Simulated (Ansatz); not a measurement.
**BSiH3 (SMILES B[SiH]): the vertical ionisation energy, rung by rung**

The species is BSiH3 (5 atoms), meant as a triplet with charge 0. SMILES: `B[SiH]`. The shape is that of a GFN2-xTB optimisation.

Quantity: the vertical ionisation energy (to the doublet cation), in eV. The values are calculated.

```json
{"level": "USVWN5/STO-3G", "kind": "LDA", "program": "Ansatz", "value (eV)": "6.35", "less FCI/STO-3G": "+0.99", "CPU time (all runs)": "2.2 s"}
{"level": "U-revPBE/STO-3G", "kind": "GGA", "program": "Ansatz", "value (eV)": "6.49", "less FCI/STO-3G": "+1.13", "CPU time (all runs)": "4.6 s"}
{"level": "UBLYP/STO-3G", "kind": "GGA", "program": "Ansatz", "value (eV)": "6.30", "less FCI/STO-3G": "+0.94", "CPU time (all runs)": "6.7 s"}
{"level": "UB3LYP/STO-3G", "kind": "global hybrid", "program": "Ansatz", "value (eV)": "6.41", "less FCI/STO-3G": "+1.05", "CPU time (all runs)": "4.8 s"}
{"level": "UPBE0/STO-3G", "kind": "global hybrid", "program": "Ansatz", "value (eV)": "6.46", "less FCI/STO-3G": "+1.10", "CPU time (all runs)": "4.6 s"}
{"level": "UBCCD(T)/STO-3G", "kind": "coupled cluster or CI", "program": "Ansatz", "value (eV)": "5.35", "less FCI/STO-3G": "-0.01", "CPU time (all runs)": "0.69 s"}
{"level": "UCCSD/STO-3G", "kind": "coupled cluster or CI", "program": "Ansatz", "value (eV)": "5.35", "less FCI/STO-3G": "-0.01", "CPU time (all runs)": "0.42 s"}
{"level": "UCCSDTQ/STO-3G", "kind": "coupled cluster or CI", "program": "Ansatz", "value (eV)": "5.36", "less FCI/STO-3G": "0.00", "CPU time (all runs)": "26 s"}
{"level": "FCI/STO-3G", "kind": "exact in the basis", "program": "Ansatz", "value (eV)": "5.36", "less FCI/STO-3G": "0.00", "CPU time (all runs)": "2.9 s"}
```

FCI/STO-3G is exact within its basis and frozen core, so for wave-function methods in that basis the difference is their error; functionals converge differently with the basis, so for them it is only a difference. The values span 5.35 to 6.49 eV. All rows use very small basis sets, so none should be taken for the real molecule's value. In so small a basis fixed costs decide the times, and correlated methods can beat functionals. CPU times are rough (shared hosts, several kinds of processor and program).
